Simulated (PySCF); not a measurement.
A species of formula C4H2FN has this rotational fingerprint, computed with PySCF 2.14.0, PBE0-D3(BJ)/def2-SVP geometry optimisation, gas phase:

```
Rotational constants : A = 6698, B = 3296, C = 2552 MHz
Dipole components    : |μa| = 3.95 D, |μb| = 1.77 D, |μc| = 0.00 D
Inertial defect      : -30.81 u·Å²
κ                    : -0.64
```

**Question.** Which structure is it? (One computed conformer of each.)
A. `N#CC1=C[C@H]1F`
B. `N#C[C@@H]1C=C1F`
C. `C#C[C@@H](F)C#N`
D. `N#CC1(F)C=C1`

**Answer.** D. It is N#CC1(F)C=C1, an asymmetric top, point group Cs. The candidates at the same level (rigid rotor, commonest isotopes):

| SMILES | A (MHz) | B (MHz) | C (MHz) | μa (D) | μb (D) | μc (D) | Δ (u·Å²) | point group | rotor |
| --- | --- | --- | --- | --- | --- | --- | --- | --- | --- |
| N#CC1=C[C@H]1F | 10041 | 2237 | 1929 | 2.33 | 2.59 | 0.63 | -14.20 | C1 | near-prolate asymmetric top |
| N#C[C@@H]1C=C1F | 8893 | 2367 | 2029 | 3.06 | 2.26 | 0.74 | -21.31 | C1 | near-prolate asymmetric top |
| N#CC1(F)C=C1 | 6698 | 3296 | 2552 | 3.95 | 1.77 | 0.00 | -30.81 | Cs | asymmetric top |
| C#C[C@@H](F)C#N | 5797 | 2864 | 2014 | 3.05 | 0.04 | 1.45 | -12.71 | C1 | asymmetric top |

`N#CC1=C[C@H]1F` has A 50 % too high; `N#C[C@@H]1C=C1F` has A 33 % too high; `C#C[C@@H](F)C#N` has C 21 % too low. In the right answer the mirror of this Cs structure is the ab plane, so μc vanishes by symmetry. No structure here is proved a minimum.
